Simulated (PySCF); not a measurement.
C3H4, SMILES C=C=C. Atoms are numbered in the order given.

```xyz
7

C      0.0000     0.0000     1.2993
C      0.0000     0.0000     0.0000
C      0.0000     0.0000    -1.2993
H      0.6566    -0.6566     1.8603
H     -0.6566     0.6566     1.8603
H      0.6566     0.6566    -1.8603
H     -0.6566    -0.6566    -1.8603
```

Geometry: PBE0-D3(BJ)/def2-TZVP.

Two levels are set side by side: PBE/pcSseg-2 (PySCF) and B3LYP/pcSseg-2 (PySCF). GIAO shifts against TMS (¹H), TMS (¹³C) at the same level; non-relativistic, no solvent, atoms listed together averaged. Differences are taken from unrounded values.

```json
[
 {"quantity": "δ(¹³C) of C1, C3 (ppm)", "B3LYP": "77.4", "PBE": "76.3", "PBE minus B3LYP": "-1.0"},
 {"quantity": "δ(¹³C) of C2 (ppm)", "B3LYP": "233.5", "PBE": "228.4", "PBE minus B3LYP": "-5.1"},
 {"quantity": "δ(¹H) of H4, H5, H6, H7 (ppm)", "B3LYP": "4.87", "PBE": "4.86", "PBE minus B3LYP": "-0.01"}
]
```

Rough cost on one machine, each run with all the roots and properties that it gave: B3LYP against PBE within a factor of 2.
